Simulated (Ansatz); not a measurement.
# BH₄O (doublet): the correlation ladder at distance B1–H4 along a hydrogen transfer = 1.535 Å, cc-pVDZ

One table from this session's results is given with a row withheld; the runs are named, their logs left out.

Method: cc-pVDZ, core rule «outside noble gas», up to 2 orbitals frozen; program: Ansatz 0.2.0, Gaussian basis.

The runs, in order: UHF; CCSD(T) on ROHF; CCSD(T) on UHF; BCCD(T) on ROHF; CISD; CCSDT(Q) on ROHF; CCSDT(Q) on UHF; CASSCF and MRCISD+Q, 3 electrons in 3 orbitals; CASSCF and NEVPT2, 3 electrons in 3 orbitals.

5 further runs of the same task are left out: 1 for a mislabelled method, 2 that didn't finish, 2 set aside as unsound or not needed.

## The system

The geometry derives from fragments relaxed apart (PBE0/def2-TZVP) and kept rigid, so it is no stationary point. A hydrogen atom is moved between rigid fragments.

6 atoms, charge 0, spin multiplicity 2.

Atoms are counted from 1 here; the program's logs count them from 0.

Bond lengths: B1–H2 1.193 Å, B1–H3 1.193 Å, H4–O5 0.990 Å, O5–H6 0.973 Å. Angles: H2–B1–H3 120.0°, H4–O5–H6 105.0°.

The first run:

The input, in.yaml:

```yaml
crystal:
  periodic: [false, false, false]
  atoms:
    - {symbol: B, position_ang: [-1.411757, 0.030718, 0.000000]}
    - {symbol: H, position_ang: [-2.008490, 1.064290, 0.000000]}
    - {symbol: H, position_ang: [-2.008491, -1.002853, 0.000000]}
    - {symbol: H, position_ang: [0.123243, 0.030718, 0.000000]}
    - {symbol: O, position_ang: [1.113243, 0.030718, 0.000000]}
    - {symbol: H, position_ang: [1.365102, -0.909232, 0.000000]}
basis:
  gaussian: {orbitals: cc-pVDZ}
magnetization: {spin_polarized: true, initial_magnetization: 1}
hamiltonian: {xc: hf}
output: {orbitals: {seedname: orbitals}}
```

Command:

```
$ ansatz run in.yaml --threads 1 --pin off --events-out ev --progress --plain --max-ram 2393MiB
```

Steps of the session up to this table: UHF; CCSD(T) on ROHF; CCSD(T) on UHF; BCCD(T) on ROHF; CISD; CCSDT(Q) on ROHF; CCSDT(Q) on UHF; CASSCF and MRCISD+Q, 3 electrons in 3 orbitals; CASSCF and NEVPT2, 3 electrons in 3 orbitals.

One of the session's tables, all rows but one given; the rest of the session is left out.

```
       method  from UCCSDT(Q) (meV)
         ROHF               +8700.6
          UHF               +8591.4
         RMP2                +966.4
         UMP2                +981.4
         CISD                     ?
        RCCSD                +192.4
        UCCSD                +189.8
     RCCSD(T)                 +35.5
     UCCSD(T)                 +35.6
      BCCD(T)                 +35.1
       RCCSDT                 +17.1
       UCCSDT                 +16.8
    RCCSDT(Q)                  +1.0
    UCCSDT(Q)                     0
  CASSCF pair               +8117.1
  NEVPT2 pair                +973.0
  MRCISD pair                +749.8
MRCISD+Q pair                 +95.0
```

Q: Estimate the row for CISD from the others.

As computed: from UCCSDT(Q) (meV): +837.3. In the column «from UCCSDT(Q) (meV)» it lies between MRCISD pair (+749.8) and RMP2 (+966.4).

Caveats from the session: Restricted and unrestricted rows rest on different reference determinants; where their highest levels disagree by more than a few hundredths of an eV, they describe different states and don't form one ladder.
